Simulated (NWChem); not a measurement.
**Polarisability of hydrogen cyanide (CHN)**

```
C
N 1 1.1672
H 1 1.0871 2 180.00
```
Charge 0, spin multiplicity 1.

The numbers come from NWChem runs, not from measurements. Structure: optimised with PBE/def2-SVP, a minimum by its harmonic frequencies.

Basis set: Sadlej pVTZ. The field's frequency is 0.0428 Ha (1065 nm).

B3LYP has NWChem's definition, with VWN1-RPA local correlation.

Q: One of these methods gave an isotropic polarisability of 17.97 bohr³. Which?
A) B3LYP
B) HF
C) PBE
D) BHandHLYP

A: C, PBE. The others give 17.08 (HF), 17.71 (B3LYP), 17.24 (BHandHLYP).
